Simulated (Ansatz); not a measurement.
# ClH₂MgN: functionals against CCSD(T) at one geometry

The task here is to estimate one member of a computed series from the others.

Program: Ansatz 0.2.0, Gaussian basis. Level of theory: single points in def2-TZVPP. These are calculated values, not measurements.

Correlated methods freeze the cores. The outer core shell of Li, Na, Mg and K is correlated.

### The starting structure

SMILES `[NH2][Mg][Cl]`, 5 atoms, charge 0, spin multiplicity 1.

Atoms are counted from 1 here; the program's logs count them from 0.

Bond lengths: N1–Mg2 1.574 Å, N1–H4 1.258 Å, N1–H5 1.169 Å, Mg2–Cl3 2.309 Å. Angles: Mg2–N1–H4 116.5°, Mg2–N1–H5 124.4°, H4–N1–H5 100.0°, N1–Mg2–Cl3 144.0°.

Geometry (Å):

```
N    -0.8207    0.3171   -0.0062
Mg    0.2333   -0.6074    0.7091
Cl    2.3639   -1.4839    0.5495
H    -0.4885    1.5180   -0.1764
H    -1.2995    0.0900   -1.0484
```

The first run:

File run/in.yaml:

```yaml
crystal:
  periodic: [false, false, false]
  atoms:
    - {symbol: N, position_ang: [-0.820700, 0.317100, -0.006200]}
    - {symbol: Mg, position_ang: [0.233300, -0.607400, 0.709100]}
    - {symbol: Cl, position_ang: [2.363900, -1.483900, 0.549500]}
    - {symbol: H, position_ang: [-0.488500, 1.518000, -0.176400]}
    - {symbol: H, position_ang: [-1.299500, 0.090000, -1.048400]}
basis:
  gaussian: {orbitals: def2-TZVPP}
correlation: {method: ccsd_t}
output: {forces: true}
```

No record of the launch command was kept for these runs.

Among the steps run: CCSD(T)/def2-TZVPP; PBE0-D4/def2-TZVPP; wB97M-V/def2-TZVPP; r2SCAN-D4/def2-TZVPP; PBE-D4/def2-TZVPP; wB97X-V/def2-TZVPP; CAM-B3LYP-D4/def2-TZVPP.

One table of the session follows, with a row left open; its other results are not shown here.

| method | RMS force component (eV/Å) | angle to CCSD(T) forces (°) | dipole (D) |
| --- | --- | --- | --- |
| CCSD(T) | 5.475 | reference | 3.60 |
| PBE0-D4 | 5.464 | 0.9 | 3.57 |
| wB97M-V | 5.490 | 0.8 | 3.55 |
| r2SCAN-D4 | 5.450 | 0.2 | 3.57 |
| PBE-D4 | ? | ? | ? |
| wB97X-V | 5.547 | 0.8 | 3.63 |
| CAM-B3LYP-D4 | 5.438 | 1.1 | 3.55 |

Q: Estimate the row for PBE-D4 from the others.

As computed: RMS force component (eV/Å): 5.339; angle to CCSD(T) forces (°): 1.0; dipole (D): 3.41. In the column «RMS force component (eV/Å)» it is the lowest.
